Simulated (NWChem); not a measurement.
**AlH2ClF− (SMILES [F][AlH2-][Cl]): VSXC/LANL2DZ (core potential, SMD hexane)**

Wanted: a geometry optimisation of AlH2ClF−. 

Program for the calculation: NWChem 7.3.0.

2 further runs of the same task are left out: 1 that didn't finish, 1 set aside as unsound or not needed.

## Step 1: The structure to begin with

The species is AlH2ClF− (5 atoms), meant as a singlet with charge -1. As SMILES, `[F][AlH2-][Cl]`. The shape comes from GFN2-xTB, which is rough for such elements, and wasn't checked as a minimum. The run starts from this shape.

Bond lengths: F1–Al2 1.693 Å, Al2–Cl3 2.112 Å, Al2–H4 1.585 Å, Al2–H5 1.585 Å. Angles: F1–Al2–Cl3 110.6°, F1–Al2–H4 109.3°, F1–Al2–H5 109.3°, Cl3–Al2–H4 107.1°, Cl3–Al2–H5 107.2°, H4–Al2–H5 113.5°.

## Step 2: A structure relaxation at VSXC/LANL2DZ (core potential, SMD hexane)

The input, alclfh2.nw:

```
start alclfh2
title "AlClFH2 optimise"
memory stack 880 mb heap 220 mb global 1100 mb
charge -1
geometry units angstroms noautosym
 F       -1.193270       0.114160       1.228710
 Al      -0.086940       0.062310      -0.052380
 Cl       1.653880      -0.992940       0.511330
 H       -0.732650      -0.721820      -1.269020
 H        0.358980       1.538300      -0.418630
end
basis spherical bse
 * library LANL2DZ
end
ecp bse
 Al library LANL2DZ
 Cl library LANL2DZ
end
cosmo
 do_cosmo_smd true
 solvent hexane
end
dft
 xc vs98
 grid fine
 direct
 print low
end
driver
 maxiter 60
 xyz alclfh2
end
task dft optimize
```

On the command line:

```
$ nwchem alclfh2.nw > alclfh2.out
```

What values should one expect? Wanted: total energy at the end; solvent term in the energy.

**Answer.** As computed:

Level: VSXC/LANL2DZ (core potential, SMD hexane).

| quantity | value |
| --- | --- |
| total energy at the end | -118.27227 Eh |
| solvent term in the energy | -114.2 kJ/mol |

At the final geometry: Bond lengths: F1–Al2 1.773 Å, Al2–Cl3 2.343 Å, Al2–H4 1.625 Å, Al2–H5 1.625 Å. Angles: F1–Al2–Cl3 103.5°, F1–Al2–H4 110.7°, F1–Al2–H5 110.8°, Cl3–Al2–H4 107.5°, Cl3–Al2–H5 107.3°, H4–Al2–H5 116.2°. The optimisation took 8 steps and changed the energy by -0.380 eV.
